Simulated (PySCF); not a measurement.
Li₂, SMILES [Li][Li]. Atoms are numbered in the order given.

```xyz
2

Li     0.0000     0.0000    -1.3606
Li     0.0000     0.0000     1.3606
```

Geometry: B3LYP-D3(BJ)/def2-TZVPD.

Method: PySCF with B3LYP/def2-TZVPD.

```json
{
 "total_energy": "-15.01793 hartree",
 "point_group": "D∞h",
 "highest_occupied_level": "-3.65 eV",
 "lowest_empty_level": "-1.44 eV",
 "orbital_gap": "2.22 eV",
 "dipole_moment": "0.00 D",
 "quadrupole, principal values (traceless, Buckingham form, about the centre of nuclear charge)": "-6.43, -6.43, 12.86 D·Å",
 "mean_static_polarisability": "192.1 bohr³ (28.46 Å³)",
 "polarisability_principal_values": "160.5, 160.5, 255.1 bohr³"
}
```
